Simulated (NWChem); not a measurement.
# CCSD(T)/x2c-SVPall (DKH3) run of C2HFN+ (SMILES Fc1[cH+]n1)

What is the energy difference between two shapes of C2HFN+ at CCSD(T)/x2c-SVPall (DKH3)? 

The results are computed with NWChem 7.3.0.

1 further run of the same task is left out (set aside as unsound or not needed).

## Step 1: The system as given

C2HFN+: 5 atoms, total charge +1, spin state singlet. SMILES: `Fc1[cH+]n1`. Geometry: relaxed at GFN2-xTB.

Bond lengths: F1–C2 1.237 Å, C2–C3 1.374 Å, C2–N4 1.339 Å, C3–N4 1.333 Å, C3–H5 1.083 Å. Angles: F1–C2–C3 154.3°, F1–C2–N4 146.9°, C3–C2–N4 58.8°, C2–C3–N4 59.3°, C2–N4–C3 61.9°, C2–C3–H5 155.9°, N4–C3–H5 144.8°.

## Step 2: The energy at CCSD(T)/x2c-SVPall (DKH3)

The input, test.nw:

```
start test
memory 2200 mb
charge 1

geometry units angstrom noautoz
  F      0.149560    -1.546570     1.034770
  C     -0.050600    -0.614570     0.246480
  C      0.095300     0.673310    -0.210680
  N     -0.656780    -0.204000    -0.874210
  H      0.462520     1.691830    -0.196360
end

basis "ao basis" spherical bse
  F library x2c-SVPall
  C library x2c-SVPall
  N library x2c-SVPall
  H library x2c-SVPall
end

relativistic
  douglas-kroll dk3
end

scf
  maxiter 60
end

ccsd
  freeze core 4
  maxiter 50
end

task ccsd(t) energy
```

The run is started by

```sh
$ nwchem test.nw > test.out
```

Log:

```text
[...]
 Group name             Cs
[...]
  functions       =    61
[...]
  wavefunction    = RHF
[...]
         Total SCF energy =   -229.750492141591
      One-electron energy =   -508.330978492154
      Two-electron energy =    176.379954149860
 Nuclear repulsion energy =    102.200532200703
        Time for solution =     11.1s
[...]
 Total MP2 energy:           -230.315387086804606
[...]
             energy      energy      error      ampl     ampl      Block
                                                time     time      time
[...]
 Total CCSD energy:           -230.330125697260883
[...]
 Total CCSD+T(CCSD) energy:           -230.353494207126403
[...]
 Total CCSD(T) energy:                -230.351902407133764
[...]
```

Run time: 51 s. Hardware: 1 thread of Intel Xeon Platinum 8259CL at 2.50GHz (Skylake/Cascade Lake), shared host; peak memory 0.14 GiB.

## Step 3: The distorted shape, same level

The input, calc.nw:

```
START calc
memory 2200 mb
charge 1
GEOMETRY units angstroms
zmatrix
  F
  C 1 1.406878
  C 2 1.322823 1 134.25895
  N 2 1.180485 3 72.91189 1 136.11628
  H 3 1.029053 2 153.93581 4 -135.11217
end
END
BASIS "ao basis" spherical bse
F library x2c-SVPall
C library x2c-SVPall
N library x2c-SVPall
H library x2c-SVPall
END
RELATIVISTIC
douglas-kroll dk3
END
SCF
maxiter 60
print low
END
CCSD
freeze core 4
maxiter 50
END
TASK ccsd(t) energy
```

The run is started by

```sh
$ nwchem calc.nw > calc.out
```

Log:

```text
[...]
  functions       =    61
[...]
  wavefunction    = RHF
[...]
         Total SCF energy =   -229.660935254278
      One-electron energy =   -506.571015621048
      Two-electron energy =    175.735499825542
 Nuclear repulsion energy =    101.174580541229
        Time for solution =     14.9s
[...]
 Total MP2 energy:           -230.229608479021238
[...]
             energy      energy      error      ampl     ampl      Block
                                                time     time      time
[...]
 Total CCSD energy:           -230.244840847112840
[...]
 Total CCSD+T(CCSD) energy:           -230.269743462215160
[...]
 Total CCSD(T) energy:                -230.267798838672689
[...]
```

Run time: 65 s. Hardware: 1 thread of Intel Xeon Platinum 8259CL at 2.50GHz (Skylake/Cascade Lake), shared host; peak memory 0.14 GiB.

## Step 4: Summary of results

Level: CCSD(T)/x2c-SVPall (DKH3), 4 core orbitals frozen.

| quantity | value |
| --- | --- |
| first shape: total energy | -230.35190 Eh |
| first shape: HOMO energy (Hartree–Fock orbitals) | -20.95 eV |
| first shape: LUMO energy (Hartree–Fock orbitals) | -4.93 eV |
| first shape: HOMO–LUMO gap (Hartree–Fock orbitals) | 16.02 eV |
| first shape: correlation energy (4 core orbitals frozen) | -601.4 mEh |
| first shape: (T) correction | -21.78 mEh |
| distorted shape: total energy | -230.26780 Eh |
| distorted shape: correlation energy (4 core orbitals frozen) | -606.9 mEh |
| distorted shape: (T) correction | -22.96 mEh |
| energy change with the atoms displaced | 2.289 eV |

In words: With the atoms displaced the energy rises by 2.29 eV (221 kJ/mol). The first shape isn't relaxed at this level, so the change isn't measured from a minimum. The triples (first shape) make up 3.6 % of the correlation energy. The triples (distorted shape) make up 3.8 % of the correlation energy.
